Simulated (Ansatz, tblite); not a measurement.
# The cluster Ta₄−: one state, many levels

How do method and basis change the picture of the cluster Ta₄− (doublet)?

Method: as each input shows; program: Ansatz 0.2.0, Gaussian basis.

Plan: GFN1-xTB, GFN2-xTB, PBE-D4/def2-TZVPD, r2SCAN-D4/def2-TZVPD, r2SCANh-D4/def2-TZVPD, CAM-B3LYP-D4/def2-TZVPD, B2PLYP/def2-TZVPD, PBE-D4/def2-SVPD, PBE0-D4/def2-SVPD, MP2/def2-TZVPD, RPA/def2-TZVPD.

4 further runs of the same task are left out: 3 that didn't finish, 1 set aside as unsound or not needed.

### 1 The relaxed structure

The doublet was relaxed beforehand with PBE0-D4/def2-SVPD. At that level it is the lowest of the isomers that a small search found.

4 atoms, charge -1, spin multiplicity 2.

Bond lengths: Ta1–Ta2 2.521 Å, Ta1–Ta3 2.557 Å, Ta1–Ta4 2.557 Å, Ta2–Ta3 2.557 Å, Ta2–Ta4 2.557 Å, Ta3–Ta4 2.613 Å. Angles: Ta2–Ta1–Ta3 60.5°, Ta2–Ta1–Ta4 60.5°, Ta3–Ta1–Ta4 61.5°, Ta1–Ta2–Ta3 60.5°, Ta1–Ta2–Ta4 60.5°, Ta3–Ta2–Ta4 61.5°, Ta1–Ta3–Ta2 59.1°, Ta1–Ta3–Ta4 59.3°, Ta2–Ta3–Ta4 59.3°, Ta1–Ta4–Ta2 59.1°, Ta1–Ta4–Ta3 59.3°, Ta2–Ta4–Ta3 59.3°.

Ta takes a core potential in the def2 sets. No spin-orbit coupling is included. The ion is computed in the gas phase, without counter-ions or solvent.

PBE0-D4/def2-TZVPD was run before; its log isn't repeated, and its numbers join the tables.

### 2 GFN1-xTB

Tight binding, by tblite at 300 K electronic temperature and without a spin-polarisation term:

```python
tblite.interface.Calculator('GFN1-xTB', numbers, positions, charge=-1, uhf=1).singlepoint()
```

Energy -235.1426 eV; 0.004 s.

### 3 GFN2-xTB

Tight binding, by tblite at 300 K electronic temperature and without a spin-polarisation term:

```python
tblite.interface.Calculator('GFN2-xTB', numbers, positions, charge=-1, uhf=1).singlepoint()
```

Energy -283.0048 eV; 0.005 s.

### 4 PBE-D4/def2-TZVPD

start.molden holds the orbitals of an earlier run on this state, given as this run's starting guess.

Contents of in.yaml:

```yaml
crystal:
  periodic: [false, false, false]
  atoms:
    - {symbol: Ta, position_ang: [-1.513458, -0.318579, -0.082997]}
    - {symbol: Ta, position_ang: [0.692581, -1.075226, 0.873588]}
    - {symbol: Ta, position_ang: [0.198883, 1.424981, 0.668611]}
    - {symbol: Ta, position_ang: [0.621993, -0.031177, -1.459202]}
basis:
  gaussian: {orbitals: def2-TZVPD, initial_orbitals: start.molden}
total_charge: -1
magnetization: {spin_polarized: true, initial_magnetization: 1}
hamiltonian: {xc: pbe, dispersion: d4}
scf: {omitted_lower_state_checks: [starts]}
output: {orbitals: {seedname: orbitals}}
```

Launch:

```
$ ansatz run in.yaml --threads 2 --pin off --events-out ev --progress --plain --max-ram 4352MiB
```

The runs that follow: r2SCAN-D4/def2-TZVPD; r2SCANh-D4/def2-TZVPD; CAM-B3LYP-D4/def2-TZVPD; B2PLYP/def2-TZVPD; PBE-D4/def2-SVPD; PBE0-D4/def2-SVPD; MP2/def2-TZVPD; RPA/def2-TZVPD.

Before running them: what should the planned runs give, taken together? Wanted: gap in def2-TZVPD, named functionals, smallest and largest; correlation energy, MP2/def2-TZVPD; ⟨S²⟩ in def2-TZVPD, named functionals, smallest and largest; PBE0 total energy, smallest basis above largest.

**Answer**, as computed:

```
                                                   quantity                                     value
 gap in def2-TZVPD, named functionals, smallest and largest  0.16 eV (PBE-D4), 2.78 eV (CAM-B3LYP-D4)
                         correlation energy, MP2/def2-TZVPD                                 -37.85 eV
⟨S²⟩ in def2-TZVPD, named functionals, smallest and largest                              0.812, 1.856
            PBE0 total energy, smallest basis above largest           1.10 eV (def2-SVPD, def2-TZVPD)
```

Orbital gaps of the named functionals in def2-TZVPD span 0.16 eV (PBE-D4) to 2.78 eV (CAM-B3LYP-D4); exact exchange widens it. Over the named functionals in def2-TZVPD spin contamination reaches 1.11 (r2SCANh-D4), so some levels may describe another state. PBE-D4, r2SCAN-D4, r2SCANh-D4, PBE0-D4 put the HOMO above zero: the outermost electron is held by the basis alone.
